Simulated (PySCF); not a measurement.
Predicted microwave data (PBE0-D3(BJ)/def2-SVP geometry optimisation, gas phase (PySCF 2.14.0)) for one isomer of C4H5N:

| Property | Result |
| --- | --- |
| Rotational constants | A = 16075, B = 3721, C = 3504 MHz |
| Dipole components | \|μa\| = 3.89 D, \|μb\| = 0.00 D, \|μc\| = 0.93 D |
| Inertial defect | -23.01 u·Å² |
| κ | -0.97 |

Problem. Which structure is it? (One computed conformer of each.)
A. `C1(CC1)[N+]#[C-]` (cyclopropylisocyanide)
B. `[H]/N=C\C#CC`
C. `c1c[nH]cc1`
D. `[CH2:1]=[N:2][C:3]1=[CH:4][CH2:5]1` with C1–N2–C3–C4 78°

Solution. A. It is [C-]#[N+]C1CC1, a near-prolate asymmetric top, point group Cs. The candidates at the same level (rigid rotor, commonest isotopes):

```
        SMILES  A (MHz)  B (MHz)  C (MHz)  μa (D)  μb (D)  μc (D)  Δ (u·Å²)  point group                        rotor
    c1cc[nH]c1     9191     9022     4553    2.05    0.00    0.00      0.00          C2v   near-oblate asymmetric top
  [H]/N=C\C#CC    36867     2137     2046    3.35    0.24    0.00     -3.19      near Cs  near-prolate asymmetric top
[C-]#[N+]C1CC1    16075     3721     3504    3.89    0.00    0.93    -23.01           Cs  near-prolate asymmetric top
     C=NC1=CC1    18402     3496     3195    0.94    0.95    0.88    -13.83           C1  near-prolate asymmetric top
```

`c1cc[nH]c1` has B 142 % too high; `C=NC1=CC1` has A 14 % too high; `[H]/N=C\C#CC` has A 129 % too high. In the right answer the mirror of this Cs structure is the ac plane, so μb vanishes by symmetry. No structure here is proved a minimum.
